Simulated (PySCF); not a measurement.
Dimethyl ether, C2H6O.
SMILES with atom numbers: `[CH3:1][O:2][CH3:3]` (hydrogens: H4, H5, H6 on C1; H7, H8, H9 on C3)

Cartesian coordinates in Å at the GFN2-xTB level; atoms count from 1:
```xyz
9
C2H6O angstrom
C      1.167    0.056   -0.037
O     -0.035    0.256   -0.733
C     -1.168   -0.028    0.045
H      1.271   -0.988    0.287
H      1.230    0.705    0.846
H      1.973    0.302   -0.726
H     -1.175   -1.075    0.373
H     -2.035    0.160   -0.585
H     -1.214    0.617    0.932
```

Computed, not measured: PySCF, TDDFT CAM-B3LYP/def2-SVPD, vertical, gas phase, core orbitals frozen in the response.

Ground-to-excited transition dipoles (e·a0, same axes as the geometry; the sign carries no meaning), for the states with f of 0.002 or more among the lowest 6:

| state | E (eV) | μx | μy | μz |
| --- | --- | --- | --- | --- |
| S1 | 7.102 | 0.009 | -0.361 | -0.119 |
| S3 | 8.177 | 0.009 | -0.384 | -0.127 |
| S4 | 8.744 | -0.017 | 0.119 | -0.364 |
| S5 | 8.811 | -0.008 | 0.324 | 0.107 |
| S6 | 8.836 | 0.018 | -0.125 | 0.382 |

(1) What oscillator strength does each state have?

(2) The point group is C2v. Which irreducible representation does each state belong to?

(3) What angle do the transition dipoles of S3 and S4 make?

(4) What peak molar absorption coefficient would the strongest computed level give as a lone Gaussian band 0.4 eV wide at half height?

Answers

(1) f = (2/3) ΔE |μ|² with ΔE in hartree (27.2114 eV).

```tsv
state	|μ|² (au)	|μ| (D)	f
S1	0.144	0.97	0.025
S3	0.164	1.03	0.033
S4	0.147	0.97	0.031
S5	0.117	0.87	0.025
S6	0.162	1.02	0.035
```

(2) Polarised along the twofold axis, so A1: S4 and S6. Polarised across the twofold axis, so B1 or B2: S1, S3 and S5. Which of B1 and B2 hangs on the choice of axes; all of these are parallel and share one label.

(3) |cos θ| = |μa·μb| / (|μa| |μb|) = 0.00, so θ ≈ 90° (taken between 0 and 90°, since the signs are arbitrary).

(4) ε(max) = 2.175×10⁸ f / FWHM, with the width in cm⁻¹. S6: 2.175×10⁸ × 0.0350 / 3226 ≈ 2400 L mol⁻¹ cm⁻¹.

Without π bonds the low states may be Rydberg-like; a valence basis with one diffuse set may place them up to an eV too high.
